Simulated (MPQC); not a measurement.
# A workflow on doublet SiH2S−

Aim: a series of 13 runs (ZAPT2/3-21G, MP2/6-31G, ZAPT2/6-31G, MP2/6-31+G*, ZAPT2/6-31+G*, MP2/6-31++G**, ZAPT2/6-31++G**, MP2/6-311++G**, and more) of H2SSi. 

The results are computed with MPQC 2.3.1.

1 further run of the same task is left out (set aside as unsound or not needed).

### Step 1. The molecule

SiH2S−: 4 atoms, total charge -1, spin state doublet. As SMILES of the parent species, `[SiH]S`. Geometry: relaxed at PBE0-D4/def2-TZVP. That shape belongs to the parent species and isn't relaxed for this state.

Bond lengths: Si1–S2 2.115 Å, Si1–H3 1.525 Å, S2–H4 1.346 Å. Angles: Si1–S2–H4 97.5°, S2–Si1–H3 89.3°.

### Step 2. A single-point energy at ZAPT2/3-21G (run 1)

The input, mol.in:

```
% emacs should use -*- KeyVal -*- mode
molecule<Molecule>: (
   symmetry = c1
   unit = angstrom
   { atoms geometry } = {
      Si [ -0.262800 -1.074400 0.161100 ]
      S  [ 0.190500 0.958800 -0.206600 ]
      H  [ 1.017500 -1.190800 0.981400 ]
      H  [ -0.889700 1.246000 -0.956200 ]
   }
)
basis<GaussianBasisSet>: (
   name = "3-21G"
   molecule = $:molecule
   basisdir = "."
   puream = yes
)
mpqc: (
   checkpoint = no
   savestate = no
   restart = no
   do_energy = yes
   do_gradient = no
   optimize = no
   mole<MBPT2>: (
      molecule = $:molecule
      basis = $:basis
      memory = 1000000000
      method = zapt
      nfzc = 10
      reference<HSOSHF>: (
         molecule = $:molecule
         basis = $:basis
         total_charge = -1
         multiplicity = 2
         memory = 1000000000
         print_evals = yes
         maxiter = 70
         value_accuracy = 1e-08
         guess_wavefunction<ExtendedHuckelWfn>: (
            molecule = $:molecule
            total_charge = -1
            multiplicity = 2
            basis<GaussianBasisSet>: (
               name = "STO-3G"
               molecule = $:molecule
            )
         )
      )
   )
)
```

The basis set 3-21G is read from a file made from the Basis Set Exchange's data (not shown).

On the command line:

```bash
$ mpqc -o mol.out mol.in
```

Standard output:

```text
MPQC: Massively Parallel Quantum Chemistry
[...]
  HSOSSCF::init: total charge = -1
[...]
   npass  rest  nbasis  nshell  nfuncmax  ndocc  nsocc  nvir  nfzc  nfzv
[...]
  iter     1 energy = -666.4630138545 delta = 3.26581e-01
[...]
  LUMO is    18   A =   0.342167
  total scf energy = -684.1013877460
[...]
Value of the MolecularEnergy: -684.1960113693
[...]
        symmetry = c1
[...]
```

Run time: 0.42 s. Hardware: 1 thread of Arm Neoverse V1, shared host.

### Step 3. Singlet neutral SiH2S: a single-point energy at MP2/6-31G (run 2)

Changes to mol.in since step 2:

```diff
@@ -12,3 +12,3 @@
 basis<GaussianBasisSet>: (
-   name = "3-21G"
+   name = "6-31G"
    molecule = $:molecule
@@ -28,9 +28,8 @@
       memory = 1000000000
-      method = zapt
+      method = mp
       nfzc = 10
-      reference<HSOSHF>: (
+      reference<CLHF>: (
          molecule = $:molecule
          basis = $:basis
-         total_charge = -1
-         multiplicity = 2
+         total_charge = 0
          memory = 1000000000
@@ -41,4 +40,4 @@
             molecule = $:molecule
-            total_charge = -1
-            multiplicity = 2
+            total_charge = 0
+            multiplicity = 1
             basis<GaussianBasisSet>: (
```

The basis set 6-31G is read from a file made from the Basis Set Exchange's data (not shown).

On the command line:

```bash
$ mpqc -o mol.out mol.in
```

Standard output:

```text
MPQC: Massively Parallel Quantum Chemistry
[...]
  CLSCF::init: total charge = 0
[...]
  nbasis = 30
[...]
  iter     1 energy = -653.0082756458 delta = 3.40185e-01
[...]
  LUMO is    17   A =   0.008931
  total scf energy = -687.4968652690
[...]
  MP2 correlation energy [au]:         -0.097043000645
  MP2 energy [au]:                   -687.593908269631
Value of the MolecularEnergy: -687.5939082696
[...]
        symmetry = c1
[...]
```

Run time: 0.97 s. Hardware: 1 thread of Arm Neoverse V1, shared host.

Runs 3 to 5 aren't shown in full; the table further down has their settings and results.

### Step 4. Singlet neutral SiH2S: the energy at MP2/6-31++G(d,p) (spherical functions) (run 6)

Changes to mol.in since step 3:

```diff
@@ -12,3 +12,3 @@
 basis<GaussianBasisSet>: (
-   name = "6-31G"
+   name = "6-31++G**"
    molecule = $:molecule
```

The basis set 6-31++G** is read from a file made from the Basis Set Exchange's data (not shown).

On the command line:

```bash
$ mpqc -o mol.out mol.in
```

Standard output:

```text
MPQC: Massively Parallel Quantum Chemistry
[...]
  CLSCF::init: total charge = 0
[...]
  nbasis = 56
[...]
  iter     1 energy = -653.0137997385 delta = 1.85120e-01
[...]
  LUMO is    17   A =   0.011366
  total scf energy = -687.5733850708
[...]
  MP2 correlation energy [au]:         -0.204155822103
  MP2 energy [au]:                   -687.777540892901
Value of the MolecularEnergy: -687.7775408929
[...]
        symmetry = c1
[...]
```

Run time: 7.5 s. Hardware: 1 thread of Arm Neoverse V1, shared host; peak memory 0.23 GiB.

Runs 7 to 12 aren't shown in full; the table further down has their settings and results.

### Step 5. A single-point energy at ZAPT2/6-311++G(3df,3pd) (run 13)

Changes to mol.in since step 4:

```diff
@@ -12,3 +12,3 @@
 basis<GaussianBasisSet>: (
-   name = "6-31++G**"
+   name = "6-311++G(3df,3pd)"
    molecule = $:molecule
@@ -28,8 +28,9 @@
       memory = 1000000000
-      method = mp
+      method = zapt
       nfzc = 10
-      reference<CLHF>: (
+      reference<HSOSHF>: (
          molecule = $:molecule
          basis = $:basis
-         total_charge = 0
+         total_charge = -1
+         multiplicity = 2
          memory = 1000000000
@@ -40,4 +41,4 @@
             molecule = $:molecule
-            total_charge = 0
-            multiplicity = 1
+            total_charge = -1
+            multiplicity = 2
             basis<GaussianBasisSet>: (
```

The basis set 6-311++G(3df,3pd) is read from a file made from the Basis Set Exchange's data (not shown).

On the command line:

```bash
$ mpqc -o mol.out mol.in
```

Standard output:

```text
MPQC: Massively Parallel Quantum Chemistry
[...]
  HSOSSCF::init: total charge = -1
[...]
   npass  rest  nbasis  nshell  nfuncmax  ndocc  nsocc  nvir  nfzc  nfzv
[...]
  iter     1 energy = -669.0212913207 delta = 5.40921e-02
[...]
  LUMO is    18   A =   0.169052
  total scf energy = -687.6362503167
[...]
Value of the MolecularEnergy: -687.9351118453
[...]
        symmetry = c1
[...]
```

Wall time 87 s (1 thread of Arm Neoverse V1, shared host); peak memory 0.5 GiB.

### Step 6. Overview of the runs

```tsv
run	level	partner	energy (Eh)	correlation energy (mEh)	wall time
1	ZAPT2/3-21G	anion	-684.196011	-94.6	0.42 s
2	MP2/6-31G	base	-687.593908	-97.0	0.97 s
3	ZAPT2/6-31G	anion	-687.599873	-92.3	1.1 s
4	MP2/6-31+G* (spherical functions)	base	-687.757778	-190.1	4.2 s
5	ZAPT2/6-31+G* (spherical functions)	anion	-687.769493	-195.4	5.7 s
6	MP2/6-31++G** (spherical functions)	base	-687.777541	-204.2	7.5 s
7	ZAPT2/6-31++G** (spherical functions)	anion	-687.790230	-210.3	11 s
8	MP2/6-311++G**	base	-687.835789	-217.3	20 s
9	ZAPT2/6-311++G**	anion	-687.849282	-224.2	30 s
10	MP2/6-311++G(2d,2p)	base	-687.869747	-241.9	30 s
11	ZAPT2/6-311++G(2d,2p)	anion	-687.886409	-255.6	41 s
12	MP2/6-311++G(3df,3pd)	base	-687.914146	-281.0	61 s
13	ZAPT2/6-311++G(3df,3pd)	anion	-687.935112	-298.9	87 s
```

Convergence of the HOMO energy (Hartree–Fock orbitals) of singlet SiH2S with the basis set, against the last point:

```tsv
basis set	from the last (eV)	wall time
6-31G	-0.0943	0.97 s
6-31+G*	-0.0660	4.2 s
6-31++G**	-0.0581	7.5 s
6-311++G**	-0.0519	20 s
6-311++G(2d,2p)	-0.0050	30 s
6-311++G(3df,3pd)	+0.0000	61 s
```

Convergence of the total energy of singlet SiH2S with the basis set, against the last point:

```tsv
basis set	from the last (mEh)	wall time
6-31G	+320.238	0.97 s
6-31+G*	+156.368	4.2 s
6-31++G**	+136.605	7.5 s
6-311++G**	+78.358	20 s
6-311++G(2d,2p)	+44.399	30 s
6-311++G(3df,3pd)	+0.000	61 s
```

### Step 7. Summary of results

| quantity | value |
| --- | --- |
| run 13, ZAPT2/6-311++G(3df,3pd): total energy | -687.93511 Eh |
| run 13, ZAPT2/6-311++G(3df,3pd): correlation energy (10 core orbitals frozen) | -298.9 mEh |

What this shows: For the HOMO energy (Hartree–Fock orbitals) of singlet SiH2S to stay within 0.05 eV of the last point, 6-311++G(2d,2p) is the first point of the series from which all later ones do (30 s against 61 s). For the HOMO energy (Hartree–Fock orbitals) of singlet SiH2S to stay within 0.01 eV of the last point, 6-311++G(2d,2p) is the first point of the series from which all later ones do (30 s against 61 s). All runs together took 5 min, the longest 87 s.
